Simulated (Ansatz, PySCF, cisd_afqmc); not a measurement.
System: C₂H₃O, charge 0, doublet. C2H3O (SMILES C([CH2])=O, doublet).
B3LYP-D3(BJ)/def2-TZVP minimum from Ansatz (a first-principles code):
```
C
O 1 1.2320
H 1 1.1046 2 120.09
C 1 1.4198 3 116.82 2 -180.00
H 4 1.0821 1 121.11 3 0.00
H 4 1.0821 5 119.53 1 180.00
```
Charge 0, spin multiplicity 2.

Quantity: enthalpy of formation at 298 K (by atomisation, with ideal-gas terms from PySCF's Hessian at B3LYP-D3(BJ)/def2-TZVP and the atoms' measured values of the G2/97 table; no spin-orbit terms), in kcal/mol. UHF or UKS for unpaired electrons; spin-orbit terms are left out. Cores are frozen in correlated methods. Rows without X2C or -DK are non-relativistic. AFQMC/CISD: phaseless, guided by CISD from CCSD amplitudes; bars are statistical, one sigma. Outlying blocks are dropped, and bars are widened where a walk drifts. Over all cases where full CI ran beside it in this data, AFQMC minus full CI had a median of +0.1 mEh and passed +0.4 mEh in a tenth of the cases. CBS(X,Y): correlation extrapolated as X^-3, Hartree-Fock from the larger set. A bracket is a step between two methods taken in the basis named. Functionals run without relativity, which enters their misses. '+ core + X2C': CCSD(T) terms for core correlation (cc-pwCVTZ) and scalar relativity (cc-pVTZ-DK). For partners of very few electrons the exact lower level stands in for a higher one. The UHF reference of C2H3O ([CH2]C=O, doublet) is spin-contaminated (<S^2> up to 0.18 over the pure value in the sets run).

```tsv
level	program	enthalpy of formation at 298 K (kcal/mol)	difference against the last row
HF/aug-cc-pVQZ	Ansatz	161.3	158.5
wB97X-V/def2-TZVPD	Ansatz	3.1	0.3
MP2/aug-cc-pVTZ	Ansatz	13.1	10.3
MP2/cc-pVQZ	Ansatz	7.2	4.4
CCSD/CBS(aug-cc-pVTZ,aug-cc-pVQZ)	Ansatz	16.3	13.5
CCSD(T)/CBS(aug-cc-pVTZ,aug-cc-pVQZ) + core + X2C	Ansatz	3.7	0.9
CCSD(T)/CBS(cc-pVTZ,cc-pVQZ)	Ansatz	5.9	3.1
CCSDT(Q)/aug-cc-pVDZ	Ansatz	43.2	40.4
CCSDT(Q)/cc-pVDZ	Ansatz	48.1	45.3
AFQMC/CISD/cc-pVDZ	cisd_afqmc	48.6 ± 0.3	45.8
CCSD(T)/CBS(aug-cc-pVTZ,aug-cc-pVQZ) + [CCSDT(Q) - CCSD(T)]/aug-cc-pVDZ + core + X2C	Ansatz	2.8	0.0
```
